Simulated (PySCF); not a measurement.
**Ionisation energy of C by level of theory**

C [He] 2s2 2p2 (3P) → C⁺ [He] 2s2 2p1 (2P), as a difference of total energies. Calculation: PySCF 2.14, in aug-cc-pVTZ (5s4p3d2f, 46 functions); no relativity, point nucleus. Correlated levels: valence: 1s2 frozen. The calculations carry no spin-orbit coupling.

Question: Order these methods by the ionisation energy they give, lowest first.
A. MP2 (valence)
B. UHF
C. CCSD(T) (valence)
D. SCS-MP2 (valence)

Answer: B (10.799 eV), D (11.126 eV), C (11.184 eV), A (11.255 eV).

Errors of the correlated levels include the incompleteness of this basis and the frozen core.

For comparison: 11.262 eV (measured; NIST levels, between the centres of gravity of the two terms).
